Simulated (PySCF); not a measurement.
fluorodichloromethane, CHCl2F, SMILES FC(Cl)Cl, point group Cs.

Force field and properties: PBE0/pcSseg-1 (PySCF, grid level 2). Vibrational terms come from second-order perturbation theory with semi-diagonal cubic constants, by steps of ±0.6 along the normal coordinates of each isotopologue. The parent has the commonest isotopes.

Equilibrium geometry (Å):

```csv
atom,x,y,z
F1,-0.0541,1.1965,-0.7087
C2,0.0045,0.1008,0.0583
Cl3,1.4981,-0.7798,-0.2963
Cl4,-1.4307,-0.8929,-0.2321
H5,0.0166,0.3867,1.1100
```

Give the equilibrium and ground-state rotational constants (MHz) of parent; ³⁷Cl at 3; ²H at 5; ¹³C at 2, ³⁷Cl at 3; ¹³C at 2; ¹³C at 2, ²H at 5; ³⁷Cl at 3, ²H at 5.


| species | Ae | Be | Ce | A0 | B0 | C0 | Δ0 (u Å²) | harmonic ZPE (cm⁻¹) |
| --- | --- | --- | --- | --- | --- | --- | --- | --- |
| parent | 7032.5 | 3253.5 | 2328 | 6999.1 | 3240.8 | 2316.9 | -10.023 | 4804 |
| ³⁷Cl at 3 | 6986.7 | 3167.1 | 2278.7 | 6953.5 | 3154.9 | 2267.9 | -10.033 | 4798 |
| ²H at 5 | 6797.2 | 3206.9 | 2325.5 | 6764.2 | 3194 | 2314.3 | -14.562 | 4020 |
| ¹³C at 2, ³⁷Cl at 3 | 6955.8 | 3163.6 | 2277.2 | 6923.3 | 3151.6 | 2266.7 | -10.392 | 4750 |
| ¹³C at 2 | 7002 | 3249.8 | 2326.5 | 6969.2 | 3237.4 | 2315.7 | -10.382 | 4756 |
| ¹³C at 2, ²H at 5 | 6770.1 | 3203.7 | 2324 | 6737.8 | 3191.1 | 2313 | -14.887 | 3971 |
| ³⁷Cl at 3, ²H at 5 | 6753.3 | 3122.9 | 2276.2 | 6720.6 | 3110.4 | 2265.2 | -14.575 | 4014 |

Δ0 = Ic − Ia − Ib from the ground-state constants.

How is the parent's vibrational correction B0 − Be made up?


```
axis  harmonic  Coriolis  cubic  total (MHz)
   a      14.5    -0.703  -47.2        -33.4
   b      4.84    -0.143  -17.4        -12.7
   c      1.27    -0.101  -12.2          -11
```

And its quartic centrifugal distortion constants from the harmonic force field?

Asymmetric top, A reduction, Ir representation: ΔJ = 0.86 kHz, ΔJK = -0.821 kHz, ΔK = 8.48 kHz, δJ = 0.278 kHz, δK = 1.63 kHz.
